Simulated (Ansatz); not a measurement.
`CC(Cl)CF` → `CCCl` + `[CH]F`  (formal loss of a carbene)

Gas-phase electronic energies from Ansatz, PBE0-D4/def2-TZVP geometries. CBS: MP2 limit from def2 TZ/QZ plus the TZ coupled-cluster correction, frozen cores. This one scheme is used for every species. DFT in def2-TZVPP. One conformer a species, not always the lowest.

`CC(Cl)CF`:

Z-matrix (Å, degrees):
```
C
C 1 1.508
H 1 1.092 2 109.2
H 1 1.090 2 110.9 3 -119.8
H 1 1.092 2 110.7 3 119.6
Cl 2 1.792 1 110.7 3 -179.0
C 2 1.514 1 113.4 3 -59.5
H 2 1.091 1 110.9 3 63.9
F 7 1.382 2 109.0 1 61.9
H 7 1.092 2 110.9 1 -178.9
H 7 1.094 2 110.6 1 -57.2
```

`CCCl`:

Z-matrix (Å, degrees):
```
C
C 1 1.507
H 1 1.091 2 111.0
H 1 1.094 2 109.6 3 119.7
H 1 1.091 2 111.0 3 -120.6
Cl 2 1.788 1 111.4 3 60.3
H 2 1.089 1 111.9 3 179.1
H 2 1.089 1 111.9 3 -58.5
```

`[CH]F`:

Z-matrix (Å, degrees):
```
C
F 1 1.301
H 1 1.126 2 102.3
```

```csv
level,ΔE (kJ/mol),difference from CCSD(T)/CBS
BLYP-D4,363.6,-17.7
r2SCAN0-D4,405.4,24.1
revPBE,357.8,-23.5
r2SCANh,400.2,18.9
LC-ωPBE,396.7,15.4
CCSD/def2-SVP,382.0,0.7
HF/def2-TZVPP,332.0,-49.3
CCSD(T)/def2-TZVPP,375.7,-5.6
MP2/def2-QZVPP,407.2,25.9
MP2/CBS(def2),410.0,28.7
CCSD(T)/CBS,381.3,0
```

Problem. What do rigid-rotor, harmonic-oscillator terms from PBE0-D4/def2-TZVP frequencies (298.15 K, 1 bar) make of the CCSD(T)/CBS value? (An estimate is asked.)

Solution. The calculation gave: ΔZPE = -23.0 kJ/mol, ΔH = +363.3 kJ/mol, ΔS = 175 J/(mol·K), ΔG = +311.1 kJ/mol.

Largest T1 diagnostic among the species: 0.018.

Leaving LDA and LC-ωPBE aside and taking each functional with its dispersion term where it has one, the values, not all of them listed here, spread over 41.9 kJ/mol, from BLYP-D4 to PBE-QIDH. LDA lies +64.1 kJ/mol from PBE without D4. The D4 term adds +12.4 kJ/mol with B3LYP and +6.7 kJ/mol with PBE0; it sums over pairs of atoms, weighted by their polarisabilities, and B3LYP, whose exchange is more repulsive, gets the larger term.

B3LYP here is the variant with VWN-RPA as its local correlation; programs differ in this.
